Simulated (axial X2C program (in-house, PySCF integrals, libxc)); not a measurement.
# NaO: cheaper levels and CCSD(T), 2c

All values were computed with an in-house all-electron X2C program for linear molecules (integrals from PySCF). Two-component (2c) means X2C with spin–orbit coupling and atomic mean-field two-electron Coulomb and Gaunt terms. Basis: Na dyall-cv3z [9s8p5d2f], O dyall-av3z [7s6p3d2f] (cores contracted in-house); Gaussian nuclei, density fitting, unrestricted open shells. Masses: Na 22.990 u, O 15.995 u.

State: Ω = 3/2 (⟨Sz⟩ = 0.50, ⟨Lz⟩ = 1.00 at HF); fragments Na + O.

| level | Re (Å) | ωe (cm⁻¹) | De (eV) |
| --- | --- | --- | --- |
| PBE0 | 2.052 | 490.3 | 2.46 |
| HF | 2.047 | 508.7 | 0.803 |
| MP2 | 2.058 | 489.9 | 2.71 |
| BHandHLYP | 2.036 | 510.3 | 2.32 |

Correlated methods: 15 electrons correlated (number of frozen shells: Na 1 s; O 1 s), 219 virtual spin orbitals or spinors in MP2, 90 natural virtuals in coupled cluster.

CCSD(T), same Hamiltonian and basis:

Re = 2.055 Å, ωe = 494.4 cm⁻¹; T1 = 0.009 (Lee–Taylor normalisation).

Q: Give the differences from CCSD(T) in the columns below.

A: 

| level | ΔRe (Å) | Δωe (cm⁻¹) |
| --- | --- | --- |
| PBE0 | -0.003 | -4 |
| HF | -0.008 | 14 |
| MP2 | 0.003 | -4 |
| BHandHLYP | -0.019 | 16 |

One determinant describes the state; a PBE0 search over occupations chose it and may have missed a lower one. De is counted from the lowest determinant-based energies of the atoms at the same level, without counterpoise correction. De is not given where an atomic determinant may have missed its ground term or J level, or where the truncated virtual space spoils (T). Density functionals use the spin component along the axis (collinear). CCSD and (T) use frozen natural virtuals with an MP2 correction for the truncation; (T) itself is uncorrected, so its De runs slightly low. In 2c an atomic determinant is not the ground J level, so De misses part of the atomic spin–orbit lowering. This holds for PBE0, BHandHLYP. Other states lie close and PBE0, whose exact exchange favours high spin, may order them wrongly; the determinant shown need not be the ground state. The nearest other 2c determinant of the search, Ω = 1/2, lies 0.02 eV up at the distance of the search. The functionals have no current-density term, which raises determinants with orbital currents, atoms included.
